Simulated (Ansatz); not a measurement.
A calculation on hcp Ti returned lattice constant a 2.981 Å, lattice parameter c 4.707 Å.

For reference: lattice constant a 2.950 Å (measured, 293 K, no zero-point or thermal correction; as tabulated in Wikipedia's data pages); lattice parameter c 4.683 Å (measured, 293 K, no zero-point or thermal correction; as tabulated in Wikipedia's data pages).

Question: Which level of theory produced these numbers?
A. r²SCAN-D4 (Ansatz, a quantum-chemistry and plane-wave program)
B. r²SCAN0 (Ansatz)
C. Hartree–Fock (Ansatz)
D. LDA (Ansatz)

Answer: C, Hartree–Fock (Ansatz)

The others give: r²SCAN0 2.920 Å, 4.645 Å; LDA 2.864 Å, 4.534 Å; r²SCAN-D4 2.931 Å, 4.631 Å.

Unless a cell is named, each level is at its own relaxed cell (Hartree–Fock 18.11, LDA 16.10, r²SCAN-D4 17.22, r²SCAN0 17.15 Å³/atom).

The crystal itself was run without spin with r²SCAN0, LDA, r²SCAN-D4, Hartree–Fock; a magnetic state was not tried in these runs.

Ansatz's density-functional and Hartree–Fock values are scalar-relativistic unless marked +SOC, with PAW data made under PBE.
